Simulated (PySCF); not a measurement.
Identify the unknown among the candidates.

All candidates are C2H8Si.

- Triplet: lowest triplet excitation (Tamm–Dancoff): 7.25 eV [TDA B3LYP/def2-SVPD]
- UV, first state: lowest singlet excitation: 7.57 eV (164 nm, f = 0.008) [TDDFT B3LYP/def2-SVPD]
- Rotational structure: rotational constants A, B, C: 23.430, 4.837, 4.439 GHz [PBE0-D3(BJ)/def2-SVP]
- Dipole: 0.85 D [B3LYP/def2-SVPD]
- NMR, other nuclei: isotropic shieldings of nuclei other than C and H, by class: 413 (1 Si) ppm [GIAO PBE0/pcSseg-1]
- UV, strongest line: among the 10 lowest singlet transitions: S5 at 8.48 eV (146 nm, f = 0.257) [TDDFT B3LYP/def2-SVPD]
- 13C NMR: chemical shifts (computed TMS as zero) by class: 11.8 (1 C), 2.5 (1 C) ppm [GIAO PBE0/pcSseg-1]
- XPS: Si2p3/2 106.6, C1s 290.3, C1s 290.8, Si1s 1846.3 eV [ΔSCF SCAN, pcX-2 on the ionised atom, pcseg-1 elsewhere, spin-free X2C, 2p3/2 from a spin–orbit splitting computed afterwards within the 2p shell]
- Polarisability: 55.8 au [B3LYP/def2-SVPD]
- 1H NMR: chemical shifts (computed TMS as zero) by class: 3.83 (3 H), 1.10 (3 H), 0.65 (2 H) ppm [GIAO PBE0/pcSseg-1]

Gas-phase values; electronic properties from PySCF, density fitting. Levels stand in brackets. Geometry: PBE0-D3(BJ)/def2-SVP; no solvent, vibrations or thermal averaging. NMR values are class means; diastereotopic atoms form classes of their own.

Task: Which candidate is it?
A. `C[SiH2]C`
B. `[H][Si]([H])(C)C`
C. `CC[SiH3]`

Result: C. It is `CC[SiH3]`. Numbering: `[CH3:1][CH2:2][SiH3:3]`. Its formula, C2H8Si, gives 0 degrees of unsaturation, so no ring and no π bond. 2 carbons fall into 2 classes; from least to most shielded: methyl carbon [C1] (11.8 ppm), sp3 carbon bound to silicon [C2] (2.5 ppm). Hydrogen classes from least to most shielded: 3 H on an SiH3 silicon, Si3 (3.83 ppm), 3 H on a methyl carbon, C1 (1.10 ppm), 2 H on an sp3 carbon bound to silicon, C2 (0.65 ppm). The other shieldings belong to: 413 ppm, SiH3 silicon [Si3]. The core levels belong to: Si2p3/2 106.6 eV, SiH3 silicon [Si3]; C1s 290.3 eV, sp3 carbon bound to silicon [C2]; C1s 290.8 eV, methyl carbon [C1]; Si1s 1846.3 eV, SiH3 silicon [Si3]. The optimised geometry has point group Cs and is an asymmetric top.

The others, at the same levels:
- `C[SiH2]C` fails: its computed core binding energies are Si2p3/2 106.4, C1s 290.2 (×2), Si1s 1846.1 eV, rotational constant A is 16.494 GHz (against 23.430 GHz) and smallest rotational constant is 4.809 GHz (against 4.439 GHz).
- `[H][Si]([H])(C)C` fails: its computed core binding energies are Si2p3/2 106.3, C1s 290.2 (×2), Si1s 1846.1 eV, rotational constant A is 16.568 GHz (against 23.430 GHz) and smallest rotational constant is 4.841 GHz (against 4.439 GHz).
